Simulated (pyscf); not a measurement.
PySCF, gas phase, ωB97X-D3(BJ)/def2-SVP geometries.

Problem. PBE/def2-TZVP puts the barrier of `[CH3][GaH][CH3]` + `[OH][SiH3]` → `[CH3][Ga]([CH3])[O][SiH3]` + `[H][H]` (four-centre exchange; singlet surface; Ga–H, H–O broken, Ga–O, H–H formed) at 0.15 eV and the reaction energy at -0.74 eV, from the separated reactants. What do B3LYP-D3(BJ)/def2-TZVP, M06-2X/def2-TZVP, ωB97M-D3(BJ)/def2-TZVP give on the same structures?

Solution. B3LYP-D3(BJ): ΔE‡ = 0.20 eV, ΔE = -0.85 eV; M06-2X: ΔE‡ = 0.12 eV, ΔE = -1.00 eV; ωB97M-D3(BJ): ΔE‡ = 0.29 eV, ΔE = -0.77 eV. PBE's barrier lies among them. Its reaction energy lies over all of them, by 0.03 to 0.26 eV. On the reactant side the descent ends in an adduct with a Ga–O contact, 0.60 eV under the separated species and 0.78 eV under the saddle at ωB97X-D3(BJ)/def2-TZVP. What is counted as formed (Ga–O) is already present as a longer contact in the reactant adduct; forming that adduct is a step of its own. At the saddle there is also a short Ga–H contact that neither side keeps. At ωB97X-D3(BJ)/def2-TZVP the barrier from the zero used here is 0.17 eV. This is the saddle that the search found; another between the same sides may lie lower. Elements up to Kr have no core potential and no relativistic terms here.
